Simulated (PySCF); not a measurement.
Two structures of CH₇BO, closed shell, reached by relaxing down either side of one saddle point (PBE0-D4/def2-TZVP). Energies are electronic, without zero-point energy. PySCF 2.14 with density fitting (its default auxiliary sets; JK sets also for MP2 and CCSD(T)); basis: def2-TZVPP and def2-QZVPP; cores frozen in the correlated methods. Extrapolation: Hartree–Fock as exp(−7.88 √X), correlation as X^−2.97. First:

```xyz
10
angstrom
B -0.1353 0.5356 -1.6570
O -1.4223 0.1338 -1.6438
H 0.7413 -0.2278 -1.9619
H 0.0785 1.6744 -1.3610
H -0.5484 -0.1591 1.2724
C 0.4486 -0.2649 1.6996
H -1.5372 -0.7875 -1.8896
H 0.5897 -1.2865 2.0507
H 0.5573 0.4258 2.5351
H 1.1996 -0.0356 0.9435
```

Second:

```xyz
10
angstrom
B 0.1648 0.0515 -0.6374
O -1.4646 -0.2696 -0.1761
H 0.4829 -0.9958 -1.1640
H -0.0123 0.9593 -1.4155
H -1.4586 -1.0192 0.4308
C 0.8959 0.4014 0.7280
H -1.9394 -0.5488 -0.9670
H 0.9035 -0.4216 1.4543
H 0.4873 1.2863 1.2258
H 1.9482 0.6191 0.5145
```

**Question.** Which bonds change from the first to the second?

**Answer.** BH₃O ([BH2][OH]) + CH₄ → CH₅B ([BH2][CH3]) + H₂O (still joined by a long B–O bond); bonds formed: B1–C6, O2–H5; bonds broken: H5–C6; bonds weakened to dative contacts: B1–O2.

**Question.** Give the saddle point's structure and its height above each. (An estimate is asked for; the value comes from the calculation.)

**Answer.** Computed: 219.4 kJ/mol above the first and 118.1 kJ/mol above the second (CCSD(T) at an estimated basis limit (MP2 extrapolated from triple and quadruple zeta, plus CCSD(T) − MP2 in triple zeta)).
```xyz
10
angstrom
B 0.1408 0.3019 -0.7510
O -1.4252 0.1017 -0.7383
H 0.6906 -0.5241 -1.4273
H 0.4144 1.4553 -0.9139
H -0.7367 -0.1257 0.2734
C 0.4732 -0.0874 0.9448
H -1.6467 -0.7206 -1.1839
H 0.4103 -1.1184 1.3042
H 0.1472 0.6044 1.7249
H 1.5322 0.1130 0.7670
```

No T1 diagnostic of these runs exceeds 0.013. The start structure is not quite a true minimum (one mode of 45i cm⁻¹).

Labels in which every atom is bracketed show which atoms are joined, not bond orders.

For scale, one of the runs: CCSD(T)/def2-TZVPP, 191 basis functions, launched by `OMP_NUM_THREADS=4 python run.py`. The run took 5.6 min on 4 CPU threads of an Intel Xeon (shared host), with 2 GiB of host memory at its peak.
